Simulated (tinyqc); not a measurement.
Inside a calculation. Method: harmonic frequencies on the B3LYP (VWN-RPA form)/sto-6g surface (energies and gradients from PySCF), for HF, spin multiplicity 1. Computed by tinyqc, a small Python program that keeps every step (integrals from PySCF). Settings: charge = 0, multiplicity = 1, basis = sto-6g, functional = b3lyp, delta = 0.005. Command: `OMP_NUM_THREADS=1 python tinyqc.py 28432 28433 out.jsonl` (the two numbers bound the seeds that draw the settings). One thread of a shared host (Intel(R) Xeon(R) Processor @ 2.60GHz), about 5 s of CPU time with the checks.

## One row of the Hessian: 2Hz

optimised positions (bohr), order 1F, 2H:
```
[[0.0000, 0.0000, -0.0407],
 [0.0000, 0.0000, 1.8397]]
```

gradient at +delta (hartree/bohr), order 1F, 2H:
```
[[0.000000, 0.000000, -0.002626],
 [0.000000, 0.000000, 0.002627]]
```

gradient at -delta (hartree/bohr), order 1F, 2H:
```
[[0.000000, 0.000000, 0.002644],
 [0.000000, 0.000000, -0.002643]]
```

Displace 2Hz by +/-0.005 bohr; H(k, :) = (g(+) - g(-)) / (2 delta).

row of the Hessian (hartree/bohr^2): [0.000000, 0.000000, -0.526981, 0.000000, 0.000000, 0.526960]

## Hessian by finite differences

All rows are made in the same way, and the matrix is symmetrised.

Hessian (symmetrised) (hartree/bohr^2), order 1Fx, 1Fy, 1Fz, 2Hx, 2Hy, 2Hz:
```
[[-0.000021, 0.000000, 0.000000, 0.000006, 0.000000, 0.000000],
 [0.000000, -0.000021, 0.000000, 0.000000, 0.000006, 0.000000],
 [0.000000, 0.000000, 0.526981, 0.000000, 0.000000, -0.526970],
 [0.000006, 0.000000, 0.000000, 0.000009, 0.000000, 0.000000],
 [0.000000, 0.000006, 0.000000, 0.000000, 0.000009, 0.000000],
 [0.000000, 0.000000, -0.526970, 0.000000, 0.000000, 0.526960]]
```

## Normal modes

masses (u): [18.9984, 1.0078]

Diagonalise H_ij / sqrt(m_i m_j); the 5 smallest eigenvalues belong to translations and rotations; wavenumber = sqrt(eigenvalue / 1822.888) x 219474.63; each mode has its largest component positive (the first on a tie); zero-point energy = sum of wavenumbers / 2, with 349.755 1/cm per kcal/mol.

eigenvalues of the mass-weighted Hessian (hartree/(bohr^2 u)): [0.0000, 0.0000, 0.0000, 0.0000, 0.0000, 0.5506]

harmonic wavenumbers of the vibrations (1/cm): [3814.4]

mass-weighted modes, order 1Fx, 1Fy, 1Fz, 2Hx, 2Hy, 2Hz:
```
[[0.0000],
 [0.0000],
 [-0.2244],
 [0.0000],
 [0.0000],
 [0.9745]]
```

zero-point energy = 5.4529 kcal/mol
